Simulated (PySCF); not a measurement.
Si: ionisation energy

Si [Ne] 3s2 3p2 (3P) → Si⁺ [Ne] 3s2 3p1 (2P), as a difference of total energies. Computed with PySCF 2.14 in aug-cc-pCVTZ-DK, with the spin-free X2C one-electron Hamiltonian (Gaussian nucleus). Correlated levels: valence: [Ne] frozen. The calculations carry no spin-orbit coupling.

| method | ionisation energy (eV) |
| --- | --- |
| UHF | 7.628 |
| MP2 (valence) | 8.040 |
| SCS-MP2 (valence) | 7.951 |
| CCSD (valence) | 8.067 |
| CCSD(T) (valence) | 8.107 |

Question: How much does correlation contribute at CCSD(T) (valence)?

Answer: 8.107 − (7.628) = 0.479 eV, measured against UHF.

Errors of the correlated levels include the incompleteness of this basis and the frozen core.

For comparison: 8.157 eV (measured; NIST levels, between the centres of gravity of the two terms).
